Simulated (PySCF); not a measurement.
NaB at PBE0

Computed with PBE0; basis Na def2-TZVPP, B def2-TZVPP; no relativity; PySCF 2.14.

| Property | Result |
| --- | --- |
| state | ¹Σ⁺ (singlet), closed shell, a second solution, started from another occupation |
| bond length | 2.702 Å |
| harmonic wavenumber | 295 cm⁻¹ |
| force constant | 0.381 mdyn/Å |
| rotational constant Be | 0.3102 cm⁻¹ |
| anharmonicity ωexe | 1.75 cm⁻¹ |
| vibration–rotation constant αe | 0.00313 cm⁻¹ |
| energy of the minimum from ground-state Na + B | -0.55 eV |
| HOMO–LUMO gap | 2.06 eV |
| bond order (Mayer) | 1.01 |
| dipole moment (positive dipole means Na(−)B(+)) | -4.39 D |
